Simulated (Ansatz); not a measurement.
**PF2+ (quintet): wave-function methods side by side, def2-QZVPP**

One table from this session's results is given with a row withheld; the runs are named, their logs left out.

The runs use Ansatz 0.2.0, Gaussian basis; def2-QZVPP, core rule «outside noble gas», up to 7 orbitals frozen.

To be run: UHF; ROHF; CCSD(T) on UHF.

## The geometry

The geometry is a PBE0/def2-TZVP stationary point (not a proven minimum) of the parent state, kept for this charge and spin.

3 atoms, charge 1, spin multiplicity 5.

Atoms are counted from 1 here; the program's logs count them from 0.

Bond lengths: F1–P2 1.636 Å, P2–F3 1.636 Å. Angles: F1–P2–F3 180.0°.

The first run:

File in.yaml:

```yaml
crystal:
  periodic: [false, false, false]
  atoms:
    - {symbol: F, position_ang: [0.000000, 0.000000, 1.635900]}
    - {symbol: P, position_ang: [0.000000, 0.000000, 0.000000]}
    - {symbol: F, position_ang: [0.000000, 0.000000, -1.635900]}
basis:
  gaussian: {orbitals: "def2-QZVPP.json"}
total_charge: 1
magnetization: {spin_polarized: true, initial_magnetization: 4}
hamiltonian: {xc: hf}
output: {orbitals: {seedname: orbitals}}
```

Run with:

```
> ansatz run in.yaml --threads 1 --pin off --events-out ev --progress --plain --max-ram 2393MiB
```

Among the steps run: UHF; ROHF; CCSD(T) on UHF.

One table of the session follows, with a row left open; its other results are not shown here.

```
  method  from UCCSD(T) (kJ/mol)
    ROHF                 +1625.6
     UHF                 +1594.3
    UMP2                  +100.7
   UCCSD                       ?
UCCSD(T)                       0
```

Estimate the missing values for UCCSD.

**Answer.** from UCCSD(T) (kJ/mol): +51.1. In the column «from UCCSD(T) (kJ/mol)» it lies between UCCSD(T) (0) and UMP2 (+100.7).
